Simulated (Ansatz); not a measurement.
# B₂ (singlet): wave-function methods side by side at distance B1–B2 = 2.265 Å, cc-pVTZ

The task here is to estimate one member of a computed series from the others.

Program: Ansatz 0.2.0, Gaussian basis. Level of theory: cc-pVTZ, core rule «outside noble gas», up to 2 orbitals frozen. These are calculated values, not measurements.

To be run: UHF; CCSD(T) on RHF; CCSD(T) on UHF; BCCD(T) on RHF; CISD; CCSDT(Q) on RHF; CCSDT(Q) on UHF; CCSDTQ on RHF; CASSCF and MRCISD+Q, 2 electrons in 2 orbitals; CASSCF and NEVPT2, 2 electrons in 2 orbitals; CASSCF and MRCISD+Q, 6 electrons in 8 orbitals; CASSCF and NEVPT2, 6 electrons in 8 orbitals; Full CI.

2 further runs of the same task are left out: 2 for a known fault of the program.

### The geometry

The geometry derives from a PBE0/def2-TZVP stationary point (not a proven minimum). One bond is set to the value named and the two fragments are kept rigid.

2 atoms, charge 0, spin multiplicity 1.

Atoms are counted from 1 here; the program's logs count them from 0.

No contacts short enough for the rule that draws bonds.

The first run:

File in.yaml:

```yaml
crystal:
  periodic: [false, false, false]
  atoms:
    - {symbol: B, position_ang: [0.000000, 0.000000, 0.000000]}
    - {symbol: B, position_ang: [0.000000, 0.000000, 2.265000]}
basis:
  gaussian: {orbitals: cc-pVTZ}
magnetization: {spin_polarized: true, initial_magnetization: 0}
hamiltonian: {xc: hf}
output: {orbitals: {seedname: orbitals}}
```

Launch:

```
$ ansatz run in.yaml --threads 1 --pin off --events-out ev --progress --plain --max-ram 4096MiB --backend cpu
```

Among the steps run: UHF; CCSD(T) on RHF; CCSD(T) on UHF; BCCD(T) on RHF; CISD; CCSDT(Q) on RHF; CCSDT(Q) on UHF; CCSDTQ on RHF; CASSCF and MRCISD+Q, 2 electrons in 2 orbitals; CASSCF and NEVPT2, 2 electrons in 2 orbitals; CASSCF and MRCISD+Q, 6 electrons in 8 orbitals; CASSCF and NEVPT2, 6 electrons in 8 orbitals; Full CI.

One of the session's tables, all rows but one given; the rest of the session is left out.

```
          method  from FCI (meV)
             RHF         +4845.6
            RMP2         +1471.3
            CISD          +608.5
           RCCSD          +231.6
        RCCSD(T)           +59.3
         BCCD(T)           +59.7
          RCCSDT           +23.8
       RCCSDT(Q)            +8.0
         RCCSDTQ            +1.4
     CASSCF pair               ?
     NEVPT2 pair         +1336.0
     MRCISD pair          +459.7
   MRCISD+Q pair           -50.3
  CASSCF valence         +2001.0
  NEVPT2 valence          +629.8
  MRCISD valence          +160.0
MRCISD+Q valence           +74.9
             FCI               0
```

Q: Estimate the row for CASSCF pair from the others.

The run gave: from FCI (meV): +4200.1. In the column «from FCI (meV)» it lies between CASSCF valence (+2001.0) and RHF (+4845.6).

Caveats from the session: Left out of the table: UHF, UMP2, UCCSD, UCCSD(T), UCCSDT, UCCSDT(Q) (another determinant or state than the rows shown). MRCISD+Q pair falls below full CI: the +Q correction isn't variational, and the cores differ from full CI's.
